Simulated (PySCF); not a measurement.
## Protonation sites of acrylonitrile

Parent: acrylonitrile, `C=CC#N` (C3H3N). Numbering: `[CH2:1]=[CH:2][C:3]#[N:4]`

Energies: ωB97X-D3(BJ)/def2-TZVP (PySCF, density fitting, integration grid level 2) on PBE0-D3(BJ)/def2-SVP structures. ωB97X-D3(BJ) is ωB97X-V with D3(BJ) in place of VV10. Thermal corrections: PBE0-D3(BJ)/def2-SVP frequencies, unscaled, ideal gas at 298.15 K and 1 bar, quasi-RRHO entropy.

| site | product | PA / kJ/mol | GB / kJ/mol |
| --- | --- | --- | --- |
| N4 (nitrile nitrogen) | `C=CC#[NH+]` | 800 | 769 |

PA is −ΔH and GB is −ΔG of B + H⁺ → BH⁺ in the gas phase. Sites whose products fell apart, merged with another or lost in a GFN2-xTB screen aren't listed.

In acetone the product from N4 is solvated 225 kJ/mol more strongly than the parent (electrostatics only).

Measured values (NIST Chemistry WebBook, evaluated or the median of agreeing entries): proton affinity (−ΔH) 784 kJ/mol (computed 800, difference 15); gas-phase basicity (−ΔG) 754 kJ/mol (computed 769, difference 15).

Differences come from unrounded values, so a last digit can differ from that of the printed terms.
